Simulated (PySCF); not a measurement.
Question: Give a GFN2-xTB geometry of InChI=1S/C5H8/c1-4-5(2)3/h1,5H,2-3H3.

Answer: 
```
atom  x, y, z in Å
C1     2.1667   -1.1293   -0.4758
C2     1.1908   -0.5923   -0.0390
C3    -0.0048    0.0610    0.4662
C4    -1.2379   -0.7869    0.1429
C5    -0.1287    1.4625   -0.1377
H6     3.0256   -1.6010   -0.8498
H7     0.0922    0.1494    1.5560
H8    -1.1448   -1.7794    0.5780
H9    -1.3493   -0.8933   -0.9343
H10   -2.1337   -0.3140    0.5404
H11   -0.2220    1.3988   -1.2199
H12    0.7499    2.0597    0.0966
H13   -1.0085    1.9654    0.2588
```

Any rigid rotation of these coordinates is as good. Atoms count from 1 in this order. The C–C distances run from 1.196 Å (C1≡C2, drawn triple) to 1.531 Å (C3–C5, drawn single), a spread of 0.335 Å.

Bonds between heavy atoms (Å): C1≡C2 1.196, C2–C3 1.453, C3–C4 1.531, C3–C5 1.531.

Computed geometry: GFN2-xTB, gas phase.

Point group: Cs (every atom within 0.08 Å of its image). Whether it is a minimum is left open (no frequencies).
